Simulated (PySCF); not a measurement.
# C3H2O2: electronic excitations and core binding energies

Aim: predict the electronic excitations and core binding energies of C3H2O2 (`C#CC(=O)O`).

Computed with PySCF 2.14.0, with density-fitted response routines of our own, on a single molecule in the gas phase. Atoms count from 0, in the outputs and in this text.

**1. The starting structure**

7 atoms, charge 0, multiplicity 1; geometry from: GFN2-xTB.

Bonds of the start (Å): C0–C1 1.20, C1–C2 1.44, C2–O3 1.20, C2–O4 1.34, C0–H5 1.05, O4–H6 0.97.

**2. Excited states and response: CAM-B3LYP/def2-SVPD**

Job settings and geometry (Å):

```
{"job": {"kind": "uv", "xc": "CAM-B3LYP", "basis": "def2-SVPD", "nstates": 8, "ntriplets": 3}, "charge": 0, "multiplicity": 1}
C      1.910706     0.141868    -0.038172
C      0.730975    -0.042463     0.075819
C     -0.675015    -0.327804     0.223714
O     -1.130271    -1.422533     0.418972
O     -1.417654     0.780046     0.115537
H      2.942286     0.312437    -0.142330
H     -2.357693     0.563354     0.218974
```

With the program's defaults for keys left out, this is: TDDFT CAM-B3LYP/def2-SVPD, vertical, gas phase, core orbitals frozen in the response.

**Question.** This job is followed by: delta-SCF UKS SCAN, pcX-2 on the ionised atom, pcseg-1 elsewhere, spin-free X2C. Predict these results of the whole session: lowest singlet (CAM-B3LYP/def2-SVPD); brightest single state of those computed; lowest triplet; O1s binding energies, SCAN/pcX-2; C1s binding energies, SCAN/pcX-2 (standing for 1 of 3 atoms).

**Answer**, as computed:

| quantity | value |
| --- | --- |
| lowest singlet (CAM-B3LYP/def2-SVPD) | 4.97 eV (249 nm), f = 0.000 |
| brightest single state of those computed | state 8, 8.62 eV, f = 0.129 |
| lowest triplet | 4.55 eV |
| O1s binding energies, SCAN/pcX-2 | O4 540.45, O3 538.21 eV |
| C1s binding energies, SCAN/pcX-2 (standing for 1 of 3 atoms) | C2 295.86 eV |

**Reading.** The first singlet state (HOMO→LUMO 0.96) lies at 4.97 eV and is dark; of the 8 states computed, the strongest absorption comes from state 8 at 8.62 eV (the last computed, so partners may be missing). The lowest triplet lies 0.43 eV below the lowest singlet (triplets in Tamm-Dancoff, singlets in full TDDFT). The O1s levels kept as sound span 2.24 eV, from O3 (carbonyl oxygen) up to O4 (acid hydroxyl oxygen).
